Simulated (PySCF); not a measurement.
HF.
Geometry (PBE0-D3(BJ)/def2-SVP, Å), atoms numbered from 1 in this order:
```
atom  x, y, z in Å
F1    -0.414   -0.191    0.039
H2     0.431    0.162   -0.051
```

Method used: PBE0-D3(BJ)/def2-SVP geometry optimisation, gas phase in PySCF.

Masses are those of the commonest isotopes; rigid-rotor values at the optimised geometry. 

Problem. What are the moment of inertia and the rotational constant?

Solution. I = 0.810 u·Å², B = 505379 MHz·u·Å²/I = 623661 MHz (20.8031 cm⁻¹, or 29.931 K as hB/k). For two atoms I = μr² with μ = 0.9571 u and r = 0.9202 Å.

Problem. List the first levels of a rigid rotor in a Σ state.

Solution. E(J) = BJ(J+1): J = 1: 41.606, J = 2: 124.819, J = 3: 249.637, J = 4: 416.062, J = 5: 624.093, J = 6: 873.730 cm⁻¹.

Problem. Where do the first rotational lines fall?

Solution. The dipole is 1.86 D; J+1 ← J lies at 2B(J+1): 1 ← 0 at 1247.32 GHz, 2 ← 1 at 2494.64 GHz, 3 ← 2 at 3741.97 GHz, 4 ← 3 at 4989.29 GHz, 5 ← 4 at 6236.61 GHz, 6 ← 5 at 7483.93 GHz.

No PBE0-D3(BJ)/def2-SVP frequencies stand behind this structure, so it isn't proved a minimum. These are rigid-rotor constants of the computed structure; measured ground-state constants (B0) also hold zero-point vibration.
